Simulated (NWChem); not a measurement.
# AlF₃; SMILES [F][Al]([F])[F]

```xyz
4

Al     0.0000     0.0000     0.0000
F     -0.4630    -1.5733     0.0000
F     -1.1310     1.1876     0.0000
F      1.5940     0.3857     0.0000
```
Atoms are numbered in this order, from 1.

Program: NWChem. Geometry: optimised at B3LYP/6-31G* (spherical d). GIAO values for the isolated, static molecule; σ is the absolute isotropic shielding, δ = σ(reference) − σ with the isolated reference molecule computed at the same levels (19F: trichlorofluoromethane).

**Question.** What does the run give for PBE0/pcSseg-2? Quantities: σ Al1 (ppm); δ F2 (ppm).

**Answer.** The σ Al1 (ppm) comes out as 504.5 and the δ F2 (ppm) is -227.4.
